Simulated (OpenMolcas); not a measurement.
## BHF2 (SMILES FBF): the energy, rung by rung

BHF2: 4 atoms, total charge 0, spin state singlet. SMILES: `FBF`. The shape is that of a PBE0-D4/def2-TZVP optimisation.

| atom | x (Å) | y (Å) | z (Å) |
| --- | --- | --- | --- |
| F | 1.1543 | 0.4569 | -0.3619 |
| B | -0.0019 | -0.0310 | 0.0252 |
| F | -1.0954 | 0.5287 | -0.4389 |
| H | -0.0570 | -0.9546 | 0.7756 |

Each level gives the energy change with the F1–B2 bond stretched from 1.313 to 1.642 Å (eV). The values are calculated.

```
                     level                   kind     program  value (eV)  less FCI/STO-3G  CPU time (all runs)
    HF/STO-3G (restricted)           Hartree–Fock  OpenMolcas        1.99            +0.42                3.5 s
   PBE/STO-3G (restricted)                    GGA  OpenMolcas        1.39            -0.18                8.1 s
r2SCAN/STO-3G (restricted)               meta-GGA  OpenMolcas        1.56            -0.01                9.5 s
 B3LYP/STO-3G (restricted)          global hybrid  OpenMolcas        1.57             0.00                  8 s
M06-2X/STO-3G (restricted)        hybrid meta-GGA  OpenMolcas        1.76            +0.19                9.5 s
  PBE0/STO-3G (restricted)          global hybrid  OpenMolcas        1.66            +0.09                7.8 s
B2PLYP/STO-3G (restricted)          double hybrid  OpenMolcas        1.67            +0.10                7.7 s
  CISD/STO-3G (restricted)  coupled cluster or CI  OpenMolcas        1.64            +0.07                3.8 s
                FCI/STO-3G     exact in the basis  OpenMolcas        1.57             0.00                3 min
```

FCI/STO-3G is exact within its basis and frozen core, so for wave-function methods in that basis the difference is their error; functionals converge differently with the basis, so for them it is only a difference. The first shape isn't each level's own minimum. The values span 1.39 to 1.99 eV. All rows use very small basis sets, so none should be taken for the real molecule's value. CPU times are rough (shared hosts, several kinds of processor and program).
